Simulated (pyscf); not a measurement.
PySCF, gas phase, ωB97X-D3(BJ)/def2-SVP geometries.

Q: PBE/def2-TZVP puts the barrier of `[NH2][SiH2][F]` + `[SiH4]` → `[NH2][SiH3]` + `[F][SiH3]` (four-centre exchange; singlet surface; F–Si, H–Si broken, H–Si, F–Si formed) at 1.52 eV and the reaction energy at +0.36 eV, from the separated reactants. What do B3LYP-D3(BJ)/def2-TZVP, M06-2X/def2-TZVP, ωB97M-D3(BJ)/def2-TZVP give on the same structures?

A: B3LYP-D3(BJ): ΔE‡ = 1.66 eV, ΔE = +0.34 eV; M06-2X: ΔE‡ = 1.69 eV, ΔE = +0.34 eV; ωB97M-D3(BJ): ΔE‡ = 1.63 eV, ΔE = +0.35 eV. PBE's barrier lies under all of them, by 0.12 to 0.17 eV. Its reaction energy lies over all of them, by 0.01 to 0.02 eV. Low barriers are usual for a GGA, whose delocalisation error favours stretched bonds. Another saddle between the same species, by other bonds, lies lower (1.14 eV against 1.63 eV at ωB97M-D3(BJ)/def2-TZVP).
